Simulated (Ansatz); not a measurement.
in.yaml

```yaml
crystal:
  periodic: [false, false, false]
  atoms:
    - {symbol: Si, position_ang: [-1.170100, -0.004737, -0.000105]}
    - {symbol: Si, position_ang: [1.170100, 0.004737, 0.000105]}
    - {symbol: H, position_ang: [-1.691983, 1.388317, 0.008571]}
    - {symbol: H, position_ang: [-1.683587, -0.711953, 1.203728]}
    - {symbol: H, position_ang: [-1.683432, -0.696845, -1.212752]}
    - {symbol: H, position_ang: [1.691983, -1.388317, -0.008571]}
    - {symbol: H, position_ang: [1.683432, 0.696845, 1.212752]}
    - {symbol: H, position_ang: [1.683587, 0.711953, -1.203728]}
basis:
  gaussian: {orbitals: cc-pVDZ}
hamiltonian: {xc: {name: PBE}}
output: {orbitals: {seedname: orbitals}}
```

```sh
$ ansatz run in.yaml --threads 1 --pin off --events-out ev --progress --plain --max-ram 2393MiB
```

The program prints:

```
824 factors; their error is unknown
mean field evaluation 1: about -15842.7221 eV, gradient 1.4e1 eV
mean field evaluation 2: about -15843.5260 eV, gradient 6.0e0 eV
mean field evaluation 4: about -15843.6906 eV, gradient 2.6e-1 eV
mean field evaluation 8: about -15843.6787 eV, gradient 2.5e-3 eV
mean field -15843.67866447 eV, -582.2444516882 hartree, gradient 7.5e-5 eV, S^2 0.000000; 0 other end points of the search recorded, 0 dependent functions left out
reference -15843.67870297 eV, -582.2444531031 hartree; 17, 17 occupied and 49, 49 virtual orbitals, 824 factors
Total energy: -15843.67870297 eV, -582.2444531031 hartree
```

Ran on 1 thread of Arm Neoverse V1, shared host: 1.2 s wall, 0.09 GiB peak host memory.
